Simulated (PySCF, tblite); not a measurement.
A complex of hydrogen chloride and chloride

A gas-phase complex of hydrogen chloride and chloride; charge -1, singlet. The structure comes from a short search (6 tight-binding starts) and was relaxed by PBE0-D3(BJ)/def2-TZVPD; another way of binding may lie lower. Frequencies by PBE0-D3(BJ)/def2-TZVPD show no clear imaginary mode.

Parts: 1 = hydrogen chloride (Cl), atoms 1–2; 2 = chloride ([Cl-]), atoms 3, charge -1.

| atom | part | x (Å) | y (Å) | z (Å) |
| --- | --- | --- | --- | --- |
| Cl1 | 1 | 0.662 | 0.120 | -0.026 |
| H2 | 1 | -0.806 | -0.402 | 0.068 |
| Cl3 | 2 | -2.278 | -0.926 | 0.163 |

Contacts between parts, classed by geometry: H2···Cl3 1.565 Å (hydrogen bond, 180°).

Deforming the relaxed parts to their shape here costs 18.6 kcal/mol, which the interaction energies leave out.

Interaction energies are complex less parts, with the parts frozen as they stand in it; counterpoise-corrected, in kcal/mol (PySCF). The CCSD(T) estimate is Hartree-Fock/aug-cc-pVQZ, plus the MP2 correlation part extrapolated as X⁻³ from aug-cc-pVTZ and aug-cc-pVQZ, plus CCSD(T) less MP2 in aug-cc-pVDZ; noble-gas cores are frozen. It isn't the exact limit.

```csv
level,interaction,superposition error removed
Hartree-Fock/aug-cc-pVQZ,-36.58,-
wB97M-D3(BJ)/def2-TZVPD,-41.25,-0.18
PBE0-D3(BJ)/def2-TZVPD,-45.42,-0.21
MP2/aug-cc-pVQZ,-43.93,-1.03
```

(1) What does CCSD(T) at its estimated basis limit give, and which of these levels comes nearest?

(2) What holds them together? Decompose the wB97M-D3(BJ)/def2-TZVPD energy: frozen parts, their antisymmetrised product, then relaxation.

The parts were also relaxed and run alone, at the levels used for the complex: shieldings by PBE0/aug-pcSseg-2; core levels by delta-SCF with SCAN, aug-pcX-2 on the ionised atom and aug-pcseg-1 elsewhere, spin-free X2C (2p3/2 is the spin-free 2p value less a third of a first-order spin-orbit splitting).

Values alone: Cl1–H2 bond (Å): 1.279; shielding of H2 (ppm): 30.85; shielding of Cl3 (ppm): 1149.3; shielding of Cl1 (ppm): 948.5; Cl1 2p3/2 core level (eV): 207.41.

(3) How do these values change when the complex forms?

Answers

(1) -41.30 kcal/mol. wB97M-D3(BJ)/def2-TZVPD is nearest, off by +0.05; the errors are Hartree-Fock/aug-cc-pVQZ +4.71, wB97M-D3(BJ)/def2-TZVPD +0.05, PBE0-D3(BJ)/def2-TZVPD -4.12, MP2/aug-cc-pVQZ -2.63.

(2) electrostatic -46.6, Pauli repulsion +73.3, orbital relaxation -67.3, dispersion correction -0.9 kcal/mol, which sum to the value before the counterpoise correction; the Pauli term holds the exchange-correlation of the frozen density too. Of the attraction, 59 % is orbital relaxation, 41 % is electrostatic, 1 % is dispersion correction.

(3) 
| property | alone | in the complex | change |
| --- | --- | --- | --- |
| Cl1–H2 bond (Å) | 1.279 | 1.561 | +0.282 |
| shielding of H2 (ppm) | 30.85 | 12.93 | -17.92 |
| shielding of Cl3 (ppm) | 1149.3 | 901.7 | -247.6 |
| shielding of Cl1 (ppm) | 948.5 | 901.3 | -47.2 |
| Cl1 2p3/2 core level (eV) | 207.41 | 199.42 | -7.99 |

Density functionals tend to overstate the lengthening and the red shift of so strongly bound an X–H bond.

The 6 runs behind this took 110 s in all, one thread each of Arm Neoverse N1 on a shared host, launched as `OMP_NUM_THREADS=1 python cluster_run.py task.json out`.
